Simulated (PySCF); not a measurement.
**How the method changes the constants of SiP⁻**

State: ¹Σ⁺ (singlet), closed shell. Set-up: PySCF, spin-free X2C with a Gaussian nucleus, basis sets Si aug-cc-pVDZ-DK, P aug-cc-pVDZ-DK. De refers to Si⁻ + P in their high-spin ground configurations, without counterpoise correction. A positive dipole points towards P; it is taken about the centre of mass and depends on that origin.

| Level | Re (Å) | ωe (cm⁻¹) | De (eV) | μ (D) | CPU s a point (SCF and correlation, without the integrals) |
| --- | --- | --- | --- | --- | --- |
| RHF | 1.998 | 749 | n/a | -0.81 | 0.11 |
| RHF-MP2 | 2.063 | 626 | 4.67 | n/a | 0.17 |
| RHF-SCS-MP2 | 2.059 | 635 | n/a | n/a | n/a |
| RHF-CCSD | 2.043 | 673 | 4.13 | n/a | n/a |
| RHF-CCSD(T) | 2.060 | 640 | 4.47 | n/a | 1.2 |
| PBE | 2.046 | 651 | 5.24 | -0.28 | 1 |
| BLYP | 2.055 | 633 | 5.26 | -0.36 | 0.69 |
| r²SCAN | 2.029 | 679 | 4.95 | -0.27 | 1.4 |
| PBE0 | 2.021 | 692 | 4.93 | -0.41 | 1.7 |
| HSE06 | 2.023 | 688 | 4.92 | -0.42 | 1.4 |
| MN15 | 2.001 | 712 | 5.23 | -0.57 | 1.4 |
| BHandHLYP | 2.007 | 715 | n/a | -0.62 | 0.71 |

Problem. Which functional lies closest to RHF-CCSD(T) in De, which farthest, and by how much do they differ from it?

Solution. Closest is HSE06 (-3.7 pm in Re, +7.5 % in ωe, +0.45 eV in De against RHF-CCSD(T) in the same basis), farthest BLYP (-0.5 pm in Re, -1.1 % in ωe, +0.79 eV in De). CCSD(T) converges more slowly with the basis than the functionals do and binds too weakly in this one, so the order can change at the basis-set limit.

Problem. What does a quarter of exact exchange do here, going from PBE to PBE0?

Solution. PBE0 less PBE: -2.5 pm in Re, +6.3 % in ωe, -0.31 eV in De. Exact exchange removes part of the self-interaction that spreads semilocal densities, and in most molecules shortens and stiffens the bond and lowers De; so it does here.

Problem. What does second-order correlation do here, going from RHF to RHF-MP2?

Solution. RHF-MP2 less RHF: +6.5 pm in Re, -16.4 % in ωe. Correlation nearly always deepens the well. The bond lengthens, as in strong covalent bonds, where excitations into antibonding orbitals dominate.

Correlated steps freeze 10 core orbitals. Correlated levels converge slowly with the basis: in double zeta they bind strong bonds too weakly, by up to about 1 eV, and carry superposition errors of some tenths. For an ion De counts to the pair picked by the measured ionisation energies or electron affinities, which need not be the lowest pair at this level. Where the molecule has an RHF reference, its open-shell atoms are computed with UHF. The CCSD T1 diagnostic is raised, a sign that a single reference may not be enough here.

The whole job (state search and all levels along the bond) took about 2.8 min on 1 thread of Arm Neoverse N1 (shared host), peak memory 0.66 GiB.
